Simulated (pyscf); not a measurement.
Single points on ωB97X-D3(BJ)/def2-SVP structures (PySCF, gas phase).

Estimate the classical barrier height and the reaction energy of Cl–Zn–Cl + silanol (HO–SiH₃) -> hydrogen chloride (HCl) + HO–SiH₂–Zn–Cl at ωB97M-D3(BJ)/def2-TZVP. The step runs on the singlet surface, breaks Cl–Zn, H–Si and forms Cl–H, Si–Zn; take the separated reactants as zero.

ΔE‡ = 48.4 kcal/mol, ΔE = +23.3 kcal/mol. Zero-point energy shifts the barrier by -1.5 kcal/mol. It is a four-centre exchange, with an imaginary mode of 468i cm⁻¹. On the reactant side the descent ends in an adduct with a O–Zn contact (not fully relaxed), 17.6 kcal/mol under the separated species and 62.9 kcal/mol under the saddle at ωB97X-D3(BJ)/def2-TZVP. On the product side the descent ends in a complex, 5.0 kcal/mol under the separated species and 27.4 kcal/mol under the saddle at ωB97X-D3(BJ)/def2-TZVP. At ωB97X-D3(BJ)/def2-TZVP the barrier from the zero used here is 45.3 kcal/mol. HO–SiH₂–Zn–Cl lies 5.5 kcal/mol over its isomer H₃Si–O–Zn–Cl (electronic energy, ωB97M-D3(BJ)/def2-TZVP). This is the saddle that the search found; another between the same sides may lie lower. Elements up to Kr have no core potential and no relativistic terms here.
